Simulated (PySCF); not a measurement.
A calculation on 3C-SiC returned lattice constant a 4.384 Å, bulk modulus 213 GPa.

For reference: lattice constant a 4.346 Å (measured, static lattice: zero-point anharmonic expansion removed, our sources range from 4.341 to 4.348; as tabulated in Mejia-Rodriguez and Trickey (2018), arXiv:1807.09216); bulk modulus 229 GPa (measured, 0 K value with the zero-point phonon effect removed; as tabulated in Mejia-Rodriguez and Trickey (2018), arXiv:1807.09216).

Q: Which level of theory produced these numbers?
A) Hartree–Fock (PySCF)
B) PBE0 (PySCF)
C) PBE (PySCF)
D) MP2 (PySCF)

A: C, PBE (PySCF)

The others give: MP2 4.347 Å, 233 GPa; PBE0 4.340 Å, 231 GPa; Hartree–Fock 4.364 Å, 246 GPa.

Unless a cell is named, each level is at its own relaxed cell (Hartree–Fock 10.39, MP2 10.27, PBE 10.54, PBE0 10.22 Å³/atom).
